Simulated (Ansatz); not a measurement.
A run of Ansatz (development build ahead of 0.2.0) on doublet C₂H at this shape:

```xyz
3

H     0.0000    0.0000   -1.4287
C     0.0000    0.0000   -0.4385
C     0.0000    0.0000    0.6767
```

Its results:

```
Converged                       : yes
Total energy                    : -76.16045 hartree
Spin squared of the determinant : 0.897
```

Problem. Which input gives this output? Name the method, the orbitals and the basis set, and write the input.

Solution. UHF in def2-TZVP.

```yaml
crystal:
  periodic: [false, false, false]
  atoms:
    - { symbol: H, position_ang: [0.0, 0.0, -1.42875] }
    - { symbol: C, position_ang: [0.0, 0.0, -0.43854] }
    - { symbol: C, position_ang: [0.0, 0.0, 0.67666] }
basis:
  gaussian: { orbitals: def2-TZVP }
magnetization:
  spin_polarized: true
  initial_magnetization: 1
hamiltonian:
  xc: hf
```

Caution: the unrestricted determinant is spin contaminated.
